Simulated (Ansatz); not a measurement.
# RuO4: the relaxed shape and its frontier levels

Aim: characterise RuO4 as a singlet: its structure, frontier levels and distribution of charge.

Program: Ansatz 0.2.0, Gaussian basis. Level of theory: RKS PBE0-D4/def2-TZVP. These are calculated values, not measurements.

Levels to be run: relaxation at PBE-D4/def2-SVP; a search for the lowest solution at PBE0-D4/def2-SVP; a single point at PBE0-D4/def2-TZVP.

4 further runs of the same task are left out: 1 for a known fault of the program, 3 set aside as unsound or not needed.

## (1) The system as given

5 atoms, charge 0, spin multiplicity 1.

Atoms are counted from 1 here; the program's logs count them from 0.

Bond lengths: Ru1–O2 1.604 Å, Ru1–O3 1.604 Å, Ru1–O4 1.604 Å, Ru1–O5 1.604 Å. Angles: O2–Ru1–O3 109.5°, O2–Ru1–O4 109.5°, O2–Ru1–O5 109.5°, O3–Ru1–O4 109.5°, O3–Ru1–O5 109.4°, O4–Ru1–O5 109.5°.

Coordinates:

```xyz
5
charge 0, multiplicity 1
Ru    0.0000    0.0001    0.0002
O     0.0100   -0.0170    1.6039
O     1.5087    0.0097   -0.5441
O    -0.7631    1.3129   -0.5161
O    -0.7556   -1.3057   -0.5440
```

Formally the metal is d0. Ru takes a core potential in the def2 sets. No spin-orbit coupling is included.

The start is a GFN2-xTB geometry.

## (2) Relaxation at PBE-D4/def2-SVP

Input file in.yaml:

```yaml
crystal:
  periodic: [false, false, false]
  atoms:
    - {symbol: Ru, position_ang: [0.000040, 0.000090, 0.000170]}
    - {symbol: O, position_ang: [0.009950, -0.016970, 1.603950]}
    - {symbol: O, position_ang: [1.508730, 0.009700, -0.544120]}
    - {symbol: O, position_ang: [-0.763100, 1.312900, -0.516050]}
    - {symbol: O, position_ang: [-0.755630, -1.305720, -0.543950]}
basis:
  gaussian: {orbitals: def2-SVP}
hamiltonian: {xc: pbe, dispersion: d4}
scf: {omitted_lower_state_checks: [starts]}
output: {orbitals: {seedname: orbitals}}
relax: {f_tol: 0.02, max_steps: 100}
```

Started as:

```
$ ansatz run in.yaml --threads 2 --pin off --events-out ev --progress --plain --max-ram 4352MiB
```

After this run come: Searching for the lowest solution, PBE0-D4/def2-SVP; Single point, PBE0-D4/def2-TZVP.

Q: Predict the results of all the runs planned. Wanted: point group; near neighbours of the metal; HOMO, LUMO at PBE0-D4/def2-TZVP; charge on the metal; dipole at PBE-D4/def2-SVP.

The runs gave:

```
                                         quantity                             value
                                      point group                                Td
                     near neighbours of the metal  O 1.69, O 1.69, O 1.69, O 1.69 Å
                  HOMO, LUMO at PBE0-D4/def2-TZVP                  -10.44, -5.34 eV
charge on the metal (Mulliken, PBE0-D4/def2-TZVP)                           +1.76 e
                        dipole at PBE-D4/def2-SVP                            0.00 D
```

**Reading.** The molecule keeps its bonding pattern by the stored test; the atoms moved 0.08 Å (rms). The Mulliken charge of the metal, +1.76 e, depends on the basis and isn't its oxidation state. No usable vibrations, so a minimum isn't proven. The HOMO lies nearest to O4, O5 about 37 % each; O2, O3 about 12 % each and the LUMO to Ru1 42 %; 4 O atoms about 15 % each. Whether this spin is the lowest isn't tested here.
